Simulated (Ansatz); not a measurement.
Process, species as SMILES: CS (CH3-SH) + [H][H] (H2) → C (CH4) + S (H2S)
B3LYP-D3(BJ)/def2-TZVP geometries, fixed; electronic energies without zero-point terms.
Largest species:
```xyz
6

C     -0.0402     1.1565     0.0077
S     -0.0524    -0.6664    -0.0048
H      1.2792    -0.8404     0.0008
H     -1.0838     1.4664     0.0045
H      0.4371     1.5427     0.9058
H      0.4463     1.5550    -0.8800
```
Charge 0, spin multiplicity 1.

Basis-set convergence of the energy of full hydrogenation at B2PLYP with Ansatz (an electronic-structure program). Cartesian d functions, on some or all atoms, in 6-31G*, 6-31+G*, 6-311G**; all else is spherical. Cores are frozen. No added dispersion term, no relativity. Functions are those of the species that has most. Reference: the value in aug-pcseg-3, -20.20 kcal/mol, itself unsure by roughly 0.05 kcal/mol (its mean distance from aug-cc-pV(Q+d)Z, cc-pV(5+d)Z, def2-QZVPPD). Deviations are taken from unrounded values. Cost is core time over that of aug-pcseg-1, rough, on shared machines of one kind; a dash marks a row that isn't timed (too short, read off another run, short of memory, by another algorithm or on other hardware).

```tsv
basis	functions	energy of full hydrogenation (kcal/mol)	minus reference (kcal/mol)	cost
STO-3G	18	-12.04	8.16	-
6-31G*	42	-17.74	2.47	0.4×
6-31+G*	50	-18.24	1.96	0.5×
pcseg-1	52	-21.21	-1.01	0.5×
6-311G**	69	-20.35	-0.15	0.6×
aug-pcseg-1	86	-20.95	-0.75	1×
6-311++G(2d,2p)	102	-20.93	-0.73	1×
pcseg-2	120	-20.42	-0.22	0.9×
def2-TZVPP	129	-20.38	-0.18	0.9×
cc-pV(Q+d)Z	239	-20.25	-0.05	4×
def2-QZVPP	247	-20.26	-0.06	4×
aug-cc-pV(Q+d)Z	353	-20.17	0.03	8×
cc-pV(5+d)Z	411	-20.16	0.04	10×
```

The smallest set listed that lies within 4 kcal/mol of the reference with all its larger relatives (same family, alike in diffuse functions; a set with none counts only in the reference's own line) is 6-31G* (42 functions, 0.4× in cost, 2.47 kcal/mol off). Inside, with no larger relative to test it: aug-cc-pV(Q+d)Z. (Relatives not listed, tested too: 6-31G** 0.90, 6-311+G** -0.12, 6-311++G(3df,3pd) -0.25, aug-pcseg-2 -0.18, def2-QZVP -0.06, pcseg-3 -0.03, aug-pcseg-3 0.00 kcal/mol.)
